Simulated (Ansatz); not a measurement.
**What a trial cell of Ag₂Ir relaxes into**

The calculation used DFT PBE, scalar-relativistic, plane waves, PAW in Ansatz 0.2.0. Cutoff 420 eV, Γ-centred k mesh, Gaussian smearing, no spin polarisation in the final step.

Ag₂Ir was placed on the cadmium chloride structure type (R-3m, No. 166), with Ir in place of Cd, Ag in place of Cl, at a guessed volume.

```xyz
3
Lattice="1.7316 0.9997 5.2299 -1.7316 0.9997 5.2299 0.0000 -1.9995 5.2299" Properties=species:S:1:pos:R:3 pbc="T T T"
Ag    0.0000    0.0000   11.7673
Ag    0.0000    0.0000    3.9224
Ir    0.0000    0.0000    0.0000
```

Cell and atoms relax at zero pressure; the relaxation can't lower the symmetry of the start. After a coarse first stage the cell is made exact in the group found at 0.06 Å.

Formation energies are uncorrected and refer to the elements' standard structures at the same level.

What does it relax into?

It keeps R-3m (No. 166), but not the shape of the type it started on. Conventional cell: a = 2.791 Å, c = 21.805 Å. Around Ag lie 9 Ag at 2.79–2.95 Å and 3 Ir at 2.89 Å; around Ir lie 6 Ir at 2.79 Å and 6 Ag at 2.89 Å.

```cif
data_structure
_symmetry_space_group_name_H-M 'R-3m:H'
_symmetry_Int_Tables_number 166
_cell_length_a 2.7905
_cell_length_b 2.7905
_cell_length_c 21.8052
_cell_angle_alpha 90.000
_cell_angle_beta 90.000
_cell_angle_gamma 120.000
_cell_volume 147.05
loop_
_atom_site_label
_atom_site_type_symbol
_atom_site_symmetry_multiplicity
_atom_site_Wyckoff_symbol
_atom_site_fract_x
_atom_site_fract_y
_atom_site_fract_z
_atom_site_occupancy
Ag1 Ag 6 c 0.00000 0.00000 0.77676 1
Ir1 Ir 3 a 0.00000 0.00000 0.00000 1
```

What are its volume, energy, density and gap?

The volume per atom is 16.34 Å³. The density is 13.82 g/cm³. The energy over the elements is 0.25 eV/atom and the gap on the 18×18×18 mesh is 0 eV (a metal).

The final run used a 18×18×18 mesh on its 3-atom cell and 0.10 eV smearing. The k mesh leaves about 4 meV/atom of noise in metals. Spin–orbit coupling is left out. A structure relaxed within its symmetry needn't be a true minimum.

Cost: 3 runs of about 5.6 core-minutes in all, on Arm Neoverse V1 (shared hosts).